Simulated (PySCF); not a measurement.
## F2: energy against distance

Set-up: basis F x2c-TZVPPall; spin-free X2C with a Gaussian nucleus; PySCF 2.14. Energies in eV from F + F in their ground configurations at the same level. State: ¹Σg⁺ (singlet), closed shell.

All columns are r²SCAN.

```json
{"R (Å)": "1.184", "E (eV)": "-0.303", "HOMO (eV)": "-8.51", "LUMO (eV)": "0.49", "Mayer bond order": "0.81", "⟨S²⟩": "0.00"}
{"R (Å)": "1.239", "E (eV)": "-1.012", "HOMO (eV)": "-8.93", "LUMO (eV)": "-1.32", "Mayer bond order": "0.84", "⟨S²⟩": "0.00"}
{"R (Å)": "1.294", "E (eV)": "-1.432", "HOMO (eV)": "-9.30", "LUMO (eV)": "-2.86", "Mayer bond order": "0.87", "⟨S²⟩": "0.00"}
{"R (Å)": "1.336", "E (eV)": "-1.604", "HOMO (eV)": "-9.54", "LUMO (eV)": "-3.85", "Mayer bond order": "0.89", "⟨S²⟩": "0.00"}
{"R (Å)": "1.377", "E (eV)": "-1.681", "HOMO (eV)": "-9.75", "LUMO (eV)": "-4.73", "Mayer bond order": "0.91", "⟨S²⟩": "0.00"}
{"R (Å)": "1.418", "E (eV)": "-1.683", "HOMO (eV)": "-9.95", "LUMO (eV)": "-5.51", "Mayer bond order": "0.92", "⟨S²⟩": "0.00"}
{"R (Å)": "1.473", "E (eV)": "-1.598", "HOMO (eV)": "-10.17", "LUMO (eV)": "-6.40", "Mayer bond order": "0.94", "⟨S²⟩": "0.00"}
{"R (Å)": "1.542", "E (eV)": "-1.392", "HOMO (eV)": "-10.41", "LUMO (eV)": "-7.33", "Mayer bond order": "0.95", "⟨S²⟩": "0.00"}
{"R (Å)": "1.625", "E (eV)": "-1.055", "HOMO (eV)": "-10.65", "LUMO (eV)": "-8.23", "Mayer bond order": "0.97", "⟨S²⟩": "0.00"}
{"R (Å)": "1.735", "E (eV)": "-0.540", "HOMO (eV)": "-10.89", "LUMO (eV)": "-9.15", "Mayer bond order": "0.99", "⟨S²⟩": "0.00"}
```
